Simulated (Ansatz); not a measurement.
Two shapes of singlet C₄H₄O.

Shape 1:

```xyz
9

O     1.1739    0.0000    0.0000
C     0.3628    1.1164    0.0000
C    -0.9497    0.6900    0.0000
C    -0.9497   -0.6900    0.0000
C     0.3628   -1.1164    0.0000
H     0.6996    2.1531    0.0000
H    -1.8315    1.3307    0.0000
H    -1.8315   -1.3307    0.0000
H     0.6996   -2.1531    0.0000
```

Shape 2:

```xyz
9

O     1.1301   -0.0455    0.0065
C     0.3104    1.1123    0.0065
C    -0.9610    0.6995   -0.0474
C    -0.9107   -0.7174   -0.0152
C     0.3998   -1.0699   -0.0038
H     0.8132    2.0251   -0.0110
H    -1.8303    1.3554   -0.0429
H    -1.8520   -1.3729   -0.0382
H     0.9015   -2.0588   -0.0157
```

Basis set: 6-31G* (spherical functions). Correlated methods keep 5 orbitals frozen. Charge 0, multiplicity 1.

Computed with Ansatz (development build ahead of 0.2.0); each method stands on the lowest determinant of its kind that the runs found.

Q: Which shape is lower in energy, and by how much in each method?

A:

| method | E(2) − E(1) (eV) |
| --- | --- |
| RHF | 0.009 |
| RHF-MP2 | 0.233 |

Shape 1 is lower.
